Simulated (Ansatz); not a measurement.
Two isomers of C3H4FN: A = `C=CC(=N)F`, B = `CC1(F)C=N1`.

Isolated molecules relaxed with PBE0-D4/def2-TZVP in Ansatz; ΔE leaves out vibrations. CCSD(T)/CBS is the MP2 limit (def2-TZVPP, def2-QZVPP) plus CCSD(T) − MP2 in def2-TZVPP, frozen cores. DFT in def2-TZVPP. Each species was taken in one conformer, which may not be the lowest.

(1) Which isomer does CCSD(T)/CBS put lower? Give the gap. (Best estimate.)

(2) Give E(B) − E(A) in kJ/mol with CCSD(T)/def2-TZVPP, CCSD(T)/def2-SVP, B2PLYP, r2SCAN-D4, PBE0-D4, PBE-D4, CCSD/def2-TZVPP. (Estimate.)

(3) Does the order hold for the free energy at 298.15 K (harmonic terms from PBE0-D4)? (An estimate is asked.)

Largest T1 diagnostic: 0.013.

Results:

(1) The calculation gave: A, by 115.1 kJ/mol.

(2) The calculation gave: CCSD(T)/def2-TZVPP 116.4, CCSD(T)/def2-SVP 112.3, B2PLYP 122.7, r2SCAN-D4 118.5, PBE0-D4 109.3, PBE-D4 113.8, CCSD/def2-TZVPP 115.9. None reverses the order clearly.

(3) The calculation gave: Yes: G(B) − G(A) = +112.2 kJ/mol, for one conformer each.

From r2SCAN to r2SCAN0 (25 % exact exchange), in def2-TZVPP and without D4, E(B) − E(A) moves by −5.0 kJ/mol. Leaving LDA and LC-ωPBE aside and taking each functional with its dispersion term where it has one, the values, not all of them listed here, spread over 32.1 kJ/mol, from ωB97X-V to BLYP-D4. LDA lies −3.3 kJ/mol from PBE without D4.
